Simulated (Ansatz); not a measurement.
# NO₂+ (quintet): from Hartree-Fock to the top rungs, def2-QZVPP

One table from this session's results is given with a row withheld; the runs are named, their logs left out.

Computed with Ansatz 0.2.0, Gaussian basis. Level: def2-QZVPP, core rule «outside noble gas», up to 3 orbitals frozen.

To be run: UHF; ROHF; CCSD(T) on UHF.

## The system

The geometry is a PBE0/def2-TZVP stationary point (not a proven minimum) of the parent state, kept for this charge and spin.

3 atoms, charge 1, spin multiplicity 5.

Atoms are counted from 1 here; the program's logs count them from 0.

Bond lengths: O1–N2 1.281 Å, N2–O3 1.281 Å. Angles: O1–N2–O3 113.4°.

Set-up of the first run:

Contents of in.yaml:

```yaml
crystal:
  periodic: [false, false, false]
  atoms:
    - {symbol: O, position_ang: [0.000000, -0.213966, 1.070604]}
    - {symbol: N, position_ang: [0.000000, 0.488812, 0.000000]}
    - {symbol: O, position_ang: [0.000000, -0.213966, -1.070604]}
basis:
  gaussian: {orbitals: "def2-QZVPP.json"}
total_charge: 1
magnetization: {spin_polarized: true, initial_magnetization: 4}
hamiltonian: {xc: hf}
output: {orbitals: {seedname: orbitals}}
```

Run with:

```
ansatz run in.yaml --threads 1 --pin off --events-out ev --progress --plain --max-ram 2393MiB
```

Among the steps run: UHF; ROHF; CCSD(T) on UHF.

One of the session's tables, all rows but one given; the rest of the session is left out.

```
  method  from UCCSD(T) (kcal/mol)
    ROHF                   +411.91
     UHF                   +389.87
    UMP2                    +36.60
   UCCSD                         ?
UCCSD(T)                         0
```

Estimate the missing values for UCCSD.

The run gave: from UCCSD(T) (kcal/mol): +19.38. In the column «from UCCSD(T) (kcal/mol)» it lies between UCCSD(T) (0) and UMP2 (+36.60).
